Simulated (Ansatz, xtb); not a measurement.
A geometry optimisation of H2NOS with r2SCAN-D4/def2-SVP

The starting geometry of this gas-phase doublet has its atoms placed at random.

```xyz
5

N     1.1742   -0.9639   -0.9955
O    -0.2858   -0.0544    1.5860
S    -0.2368    0.1996   -0.6546
H    -1.5136    1.1461    0.0045
H    -0.0831    0.7678    0.6121
```

Question: One run relaxed it with r2SCAN-D4/def2-SVP. What is a likely outcome?

Answer: It falls apart into H2O + NS. Distances that change by over a tenth: N1–S3 (1.86 → 1.51 Å), S3–H4 (1.72 → 3.50 Å). Contacts that open: S3–H5 (1.40 → 3.51 Å). Contacts that close: O2–H4 (2.33 → 0.97 Å), O2–H5 (1.29 → 0.97 Å).

The energy falls by 7.63 eV over 22 steps:

```tsv
step	E − E(last) (eV)
1	7.630
3	6.131
6	3.367
8	1.636
10	0.340
13	0.069
15	0.034
17	0.002
20	0.000
22	0.000
```

Final geometry (Å):

```yaml
atoms:
  - { symbol: N, position_ang: [0.3019, -0.3161, -0.9434] }
  - { symbol: O, position_ang: [-0.6518, 0.6411, 1.3085] }
  - { symbol: S, position_ang: [0.1084, 0.5296, -2.1842] }
  - { symbol: H, position_ang: [-1.0021, -0.2230, 1.0533] }
  - { symbol: H, position_ang: [0.2984, 0.4636, 1.3183] }
```

From the same start GFN2-xTB ends elsewhere, at `[N]=[SH]O`.

From so rough a start the end depends on the optimiser's path, so another program may land elsewhere. The end wasn't checked by frequencies. Open shells are spin-unrestricted. Run with Ansatz 0.2.0, 5.6 min on 1 thread of Arm Neoverse N1, with other jobs on the host.
